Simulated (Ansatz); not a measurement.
Energy needed to pull apart BNH₂ (SMILES B=N), closed shell, into free ground-state atoms, from the structure below (displaced at random from its PBE0-D4/def2-TZVP minimum); no zero-point or spin–orbit terms; open-shell atoms are treated unrestricted, in their ground-state multiplicity.

B1  (-0.381, -0.456, -0.086)
N2  (0.359, 0.529, -0.072)
H3  (-1.412, -1.161, 0.283)
H4  (1.201, 1.333, -0.024)
(Å)

Computed with Ansatz 0.2.0 (basis: def2-TZVPP); correlated methods freeze the cores.

```tsv
method	atomization energy (eV)
PBE-D4	15.05
r2SCAN-D4	?
PBE0-D4	14.46
wB97M-V	?
HF	9.61
MP2	14.30
CCSD	13.60
CCSD(T)	13.92
```

What does r2SCAN-D4 give? (An estimate is asked for; the value comes from the calculation.)

By the calculation: 14.46 eV, which is about 0.53 eV more than CCSD(T)/def2-TZVPP.

What does wB97M-V give? (Judge from chemistry; the value comes from the calculation.)

The calculation gives: 14.59 eV, which is about 0.67 eV more than CCSD(T)/def2-TZVPP.

In triple zeta the MP2 and coupled-cluster atomization energies are still short of their basis limit by a few kcal/mol a bond, whereas those of the functionals are nearly converged, so these differences are not deviations from converged CCSD(T).

T1 diagnostic: at most 0.018.

For scale, one of the runs: CCSD(T)/def2-TZVPP forces, 90 basis functions (an equivalent command: `ansatz run in.yaml --threads 2`). The run took about 7.5 s on 2 CPU threads (shared host).
